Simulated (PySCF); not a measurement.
# Working out the electron affinity of Si

Si- [Ne] 3s2 3p3 (4S) → Si [Ne] 3s2 3p2 (3P). Calculation: PySCF 2.14, in aug-cc-pV(T+d)Z (6s5p4d2f, 55 functions); the non-relativistic Hamiltonian (point nucleus). Frozen: [Ne]. Energies in hartree (1 hartree = 27.21139 eV):

```json
{"part": "UHF", "Si- (lower)": "-288.888049", "Si (upper)": "-288.856691"}
{"part": "CCSD correlation", "Si- (lower)": "-0.092313", "Si (upper)": "-0.074873"}
{"part": "(T)", "Si- (lower)": "-0.004784", "Si (upper)": "-0.002585"}
```

Question: What does Hartree-Fock give?

Answer: (-288.856691) − (-288.888049) = 0.031358 hartree = 0.853 eV.

Question: What do CCSD and CCSD(T) give?

Answer: The CCSD correlation energies differ by 0.017440 hartree = 0.475 eV and the triples by 0.002199 hartree = 0.060 eV, so CCSD gives 1.328 eV and CCSD(T) 1.388 eV.

A first-order spin-orbit estimate adds -0.016 eV to CCSD(T) (valence), giving 1.372 eV against 1.390 eV (measured; photodetachment measurements, as compiled on the Wikipedia data page of electron affinities).

What remains against the reference includes basis incompleteness, the frozen core and higher excitations.
